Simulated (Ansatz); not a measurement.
**C4H3FO: harmonic frequencies at the relaxed geometry, by script**

At which frequencies does C4H3FO vibrate? The task is harmonic frequencies at the relaxed geometry, for C4H3FO.

Program: Ansatz 0.2.0 through its Python package. Level of theory: B3LYP/6-31G*. These are calculated values, not measurements.

## Step 1: The system

Bond lengths: O1–C2 1.222 Å, C2–C3 1.441 Å, C3–C4 1.202 Å, C4–C5 1.460 Å, C5–F6 1.360 Å, C2–H7 1.101 Å, C5–H8 1.093 Å, C5–H9 1.093 Å. Angles: O1–C2–C3 120.7°, O1–C2–H7 123.4°, C3–C2–H7 115.8°, C2–C3–C4 180.0°, C3–C4–C5 179.9°, C4–C5–F6 108.2°, C4–C5–H8 111.7°, C4–C5–H9 111.7°, F6–C5–H8 108.0°, F6–C5–H9 108.0°, H8–C5–H9 109.1°.

The script holds or builds the structure itself.

## Step 2: Script

c4h3fo.py reads:

```python
"""Vibrations and zero-point energy of C4H3FO."""

import ansatz as az
from ase import Atoms
from ase.thermochemistry import IdealGasThermo
import numpy as np

GEOMETRY = """
O     2.86200   -0.84190   -0.87660
C     2.27450    0.04730   -0.27780
C     0.84370    0.00300   -0.11160
C    -0.34950   -0.03390    0.02710
C    -1.79930   -0.08160    0.19400
F    -2.18220    1.02200    0.89060
H     2.78180    0.91930    0.16380
H    -2.31800   -0.07080   -0.76810
H    -2.11300   -0.96340    0.75860
"""


def main() -> None:
    system = az.Crystal.molecule()
    for line in GEOMETRY.strip().splitlines():
        symbol, *xyz = line.split()
        system = system.atom(symbol, [float(v) for v in xyz])

    calc = (
        system.calculation()
        .basis(gaussian="6-31G*")
        .functional("b3lyp")
    )
    symbols = [site.symbol for site in system.cartesian_sites]
    start = np.array([site.position_ang for site in system.cartesian_sites], dtype=float)
    report = calc.relax(force_tolerance=0.003).run().report
    end = np.array(report["positions_ang"])

    print("final positions (A) and the move of each atom")
    for symbol, xyz, old in zip(symbols, end, start):
        print(f"{symbol:2s} {xyz[0]:10.5f} {xyz[1]:10.5f} {xyz[2]:10.5f}   {np.linalg.norm(xyz - old):7.4f}")

    # frequencies need a stationary point, so they are taken at the relaxed geometry
    minimum = az.Crystal.molecule()
    for symbol, place in zip(symbols, end):
        minimum = minimum.atom(symbol, place.tolist())
    vibrating = minimum.calculation()
    vibrating = vibrating.basis(gaussian="6-31G*")
    vibrating = vibrating.functional("b3lyp")
    vibrating = vibrating.phonons(temperatures=(100, 500, 100))
    vib = vibrating.run().report["vibrations"]
    sums = vib["harmonic_sums"]
    modes = [m["omega_inv_cm"] for m in sums["modes_at_gamma"] if m["rigid_motion"] == "no"]
    for number, w in enumerate(modes, start=1):
        print(f"mode {number:2d} {w:9.1f} 1/cm {w / 8065.544 * 1000:8.2f} meV")
    print("imaginary modes:", sum(w < 0 for w in modes), " zero-point energy:", round(sums["zero_point_energy_ev"], 4), "eV")
    # rigid rotor and ideal gas, symmetry number taken as one
    gas = IdealGasThermo(vib_energies=[w / 8065.544 for w in modes if w > 0], geometry="linear" if len(modes) == 3 * len(symbols) - 5 else "nonlinear",
                         atoms=Atoms(symbols, positions=end), symmetrynumber=1, spin=0.0)
    print(f"H(298 K) - E = {gas.get_enthalpy(298.15, verbose=False):.4f} eV")
    print(f"S(298 K, 1 bar) = {96485.33 * gas.get_entropy(298.15, 1e5, verbose=False):.1f} J/(mol K) with symmetry number 1")


if __name__ == "__main__":
    main()
```

## Step 3: What the engine is handed

The package turns the script's settings into the engine's input (first run):

```yaml
crystal:
  periodic: [false, false, false]
  atoms:
    - { symbol: O, position_ang: [2.862, -0.8419, -0.8766] }
    - { symbol: C, position_ang: [2.2745, 0.0473, -0.2778] }
    - { symbol: C, position_ang: [0.8437, 0.003, -0.1116] }
    - { symbol: C, position_ang: [-0.3495, -0.0339, 0.0271] }
    - { symbol: C, position_ang: [-1.7993, -0.0816, 0.194] }
    - { symbol: F, position_ang: [-2.1822, 1.022, 0.8906] }
    - { symbol: H, position_ang: [2.7818, 0.9193, 0.1638] }
    - { symbol: H, position_ang: [-2.318, -0.0708, -0.7681] }
    - { symbol: H, position_ang: [-2.113, -0.9634, 0.7586] }
basis:
  gaussian:
    orbitals: "6-31G*"
hamiltonian:
  xc: b3lyp
relax:
  f_tol: 0.003
```

## Step 4: Running it

Launch:

```
> python c4h3fo.py
```

Q: Predict the main results. Wanted: moves of the relaxation of run 1; energy gained in run 1; last largest force component of run 1; highest frequency; imaginary modes; zero-point energy.

**Answer**, as computed:

```
                             quantity        value
                        runs compared            2
     moves of the relaxation of run 1            7
               energy gained in run 1     0.059 eV
last largest force component of run 1  0.0016 eV/Å
                    highest frequency    3082 cm⁻¹
                      imaginary modes            0
                    zero-point energy     1.609 eV
```

Run 1: After 7 moves the largest shift is 0.078 Å, of atom 6 (F). All frequencies are real, so the geometry is a minimum. The values are harmonic; measured fundamentals also hold anharmonic shifts, mostly downward for stretches. What to keep in mind:
- The frequencies are harmonic and unscaled, in a modest basis.
- b3lyp holds the VWN-RPA fit, as in Gaussian; the form of ORCA and Turbomole is b3lyp5.
- The entropy takes a symmetry number of 1; a symmetric molecule's is lower by R ln(sigma).
